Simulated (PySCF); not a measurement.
C₄H₈NO (doublet state).
Z-matrix (Å and degrees, GFN2-xTB geometry), rows numbered from 1:
```
C 
C   1  1.4862
C   2  1.4793  1  119.26
C   2  1.4392  1  122.51  3  -179.89
N   4  1.3781  2  116.74  1    -0.66
O   4  1.2297  2  123.18  1  -178.18
H   1  1.0941  2  111.26  3   114.43
H   1  1.0918  2  111.17  3  -125.97
H   1  1.0873  2  110.36  3    -5.36
H   3  1.0871  2  109.62  1  -178.20
H   3  1.0926  2  110.74  1   -57.07
H   3  1.0929  2  110.62  1    61.30
H   5  1.0068  4  115.52  2   172.60
H   5  1.0037  4  121.09  2    21.47
```

The hyperfine couplings belong to this conformer and change with its torsions.

Identity: `C[C](C)C(N)=O` [radical].

Method: PySCF, UKS B3LYP, pcH-1 on C H N O, non-relativistic, mean-field spin-orbit, GIAO. Isolated species at its GFN2-xTB geometry (one conformer only). A GFN2-xTB geometry isn't a minimum of the functional, and hyperfine couplings can be far from their values at a DFT geometry. The frame is twisted about the C4–N5 bond at this geometry (dihedral O6–C4–N5–H13 = -10°); couplings at other torsion angles weren't computed. Stability of the SCF solution: not tested.

(1) Break the g tensor into its mass correction, gauge correction and orbital-Zeeman/spin–orbit terms.

(2) What are the electron Larmor frequencies g μB B/h along the three axes at 350 mT?

(3) What effective moment and Curie constant follow for a powder?

(4) In a frozen sample, at which fields do the three g values resonate at 9.5, 34, 94 and 263 GHz (hyperfine left aside), and which band first spreads them over more than twice a line width of 1.0 mT?

Answers

(1) 
```tsv
Δg (ppm)	1	2	3
relativistic mass correction	-172	-172	-172
gauge correction	-9	33	28
orbital Zeeman/spin–orbit	-11	1408	2618
total	-192	1269	2475
```

So g = 2.00213, 2.00359, 2.00479 and g_iso = 2.00350; the tensor is rhombic: the two nearest values differ by 45 % of g3 − g1. Axes: g2 points within 11° of the C2–C3 bond.

(2) 9.8078, 9.8149, 9.8209 GHz for g1, g2 and g3, a range of 13.1 MHz.

(3) With the mean of g² = 4.0140 and S(S+1) = 0.75: μ_eff = √(⟨g²⟩S(S+1)) = 1.735 μB and χT = 0.12505·⟨g²⟩·S(S+1) = 0.376 cm³ K/mol (cgs; spin-Hamiltonian part alone).

(4) 
```
band    GHz  B(g3) mT  B(g2) mT  B(g1) mT  spread mT
   X    9.5    338.57    338.77    339.02       0.45
   Q   34.0   1211.71   1212.44   1213.32       1.61
   W   94.0   3350.01   3352.03   3354.48       4.46
   J  263.0   9372.91   9378.55   9385.39      12.48
```

The spread grows in proportion to the frequency. W band is the first where it exceeds 2.0 mT.

Largest spin populations (Mulliken): C2 (+0.85), O6 (+0.18), C3 (-0.07) and C1 (-0.07). The positive populations add up to 1.20 and the negative ones to -0.20, together 2S = 1. The angles at C2 add up to 360.0°, so it is planar.

The HOMO–LUMO gaps are 6.59 eV among the α and 4.23 eV among the β orbitals.
